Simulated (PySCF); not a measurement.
C2H2, SMILES C#C. Geometry: ωB97X-D3(BJ)/def2-TZVPD.

Level of theory: ωB97X-D3(BJ)/def2-TZVPD run with PySCF.

Harmonic wavenumbers (cm⁻¹): 703, 703, 784, 784, 2100, 3422, 3525. Rotational constants (GHz): 35.64 (linear); symmetry number 2.

Work out the zero-point energy and the ideal-gas rigid-rotor harmonic-oscillator thermochemistry at 298.15 K and 1 atm.

ZPE = ½ Σ hcν = ½ × 12023 cm⁻¹ = 71.91 kJ/mol. H − E(el) = 81.61 kJ/mol. Entropy in J/(mol K): translation 149.40, rotation 45.46, vibration 4.38, total 199.24. G − E(el) = 22.21 kJ/mol. Cp = 41.68 J/(mol K).
